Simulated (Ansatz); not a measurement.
The input, for Ansatz 0.2.0:

```yaml
crystal:
  periodic: [false, false, false]
  atoms:
    - {symbol: Cl, position_ang: [0.000000, 0.000000, -1.304267]}
    - {symbol: H, position_ang: [0.000000, 0.000000, -0.025467]}
    - {symbol: N, position_ang: [0.000000, 0.000000, 1.329733]}
basis:
  gaussian: {orbitals: cc-pVDZ}
magnetization: {spin_polarized: false, initial_magnetization: 3}
correlation: {method: fic_mrcisd_q_relaxed, electrons: outside_noble_gas, active_space: {window: {electrons: 13, orbitals: 9}, shells: [{species: Cl, l: s, shell: 3}, {species: Cl, l: p, shell: 3}, {species: H, l: s, shell: 1}, {species: "N", l: s, shell: 2}, {species: "N", l: p, shell: 2}]}}
```

```sh
$ ansatz run in.yaml --threads 1 --pin off --events-out ev --progress --plain --max-ram 2560MiB --backend cpu
```

The program prints:

```
656 factors; integrals over basis functions are off by at most 1.8e-7 eV
mean field evaluation 1: about -13997.0504 eV, gradient 1.5e1 eV
mean field evaluation 2: about -13997.0615 eV, gradient 1.5e1 eV
mean field evaluation 4: about -13998.4759 eV, gradient 2.0e0 eV
mean field evaluation 8: about -13998.5238 eV, gradient 3.5e-1 eV
mean field evaluation 16: about -13998.5251 eV, gradient 6.2e-6 eV
mean field -13998.52507778 eV, -514.4363080674 hartree, gradient 6.2e-6 eV, S^2 3.750000; 0 other end points of the search recorded, 0 dependent functions left out
reference -13998.52507778 eV, -514.4363080674 hartree; 14, 11 occupied and 23, 26 virtual orbitals, 656 factors
state -13999.10878855 eV, -514.4577590424 hartree
contracted CI cycle   1: correlation 0.00000000 eV, 0.0000000000 hartree, residual 2.28e1 eV
contracted CI cycle   2: correlation -6.09041768 eV, -0.2238187215 hartree, residual 3.45e0 eV
contracted CI cycle   3: correlation -6.23882182 eV, -0.2292724732 hartree, residual 1.00e0 eV
contracted CI cycle   4: correlation -6.25162027 eV, -0.2297428074 hartree, residual 3.23e-1 eV
contracted CI cycle   5: correlation -6.25314499 eV, -0.2297988398 hartree, residual 1.06e-1 eV
contracted CI cycle   6: correlation -6.25328291 eV, -0.2298039084 hartree, residual 3.68e-2 eV
contracted CI cycle   7: correlation -6.25330366 eV, -0.2298046708 hartree, residual 1.42e-2 eV
contracted CI cycle   8: correlation -6.25330725 eV, -0.2298048026 hartree, residual 5.70e-3 eV
contracted CI cycle   9: correlation -6.25330780 eV, -0.2298048231 hartree, residual 2.40e-3 eV
contracted CI cycle  10: correlation -6.25330788 eV, -0.2298048261 hartree, residual 8.26e-4 eV
state -13999.10878855 eV, -514.4577590424 hartree; corrected -14005.86488195 eV, -514.7060408956 hartree
Total energy: -14005.86488195 eV, -514.7060408956 hartree
Checks for a lower state left out: starts, orbital_swaps
```

For the same geometry and basis RCCSDTQ lies 4.9 meV higher.

Ran on 1 thread of AMD EPYC 7R13, shared host: 3.1 s wall, 0.37 GiB peak host memory.
